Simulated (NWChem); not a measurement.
## Correlation energy of chloromethane (CH$_{3}$Cl)

SMILES: CCl
```xyz
5

C      1.1279    -0.0568     0.0000
Cl    -0.6610     0.0333     0.0000
H      1.4635    -0.5967     0.9046
H      1.4635    -0.5967    -0.9046
H      1.5423     0.9682     0.0000
```
Charge 0, spin multiplicity 1.

All runs are NWChem calculations. All single points use one geometry, from PBE/def2-SVP, a minimum by its harmonic frequencies.

Basis set: def2-TZVP. Each correlation energy counts from its own Hartree-Fock reference.

The correlated methods keep 6 core orbitals frozen. Coupled-cluster values serve here as a point of comparison, not as the truth.

Order these methods by the correlation energy they give, lowest first: MP2, CR-CCSD[T], CCSD, CCSD+T(CCSD).

CCSD+T(CCSD) (-410.6 mHa), CR-CCSD[T] (-407.5 mHa), CCSD (-395.3 mHa), MP2 (-362.1 mHa)
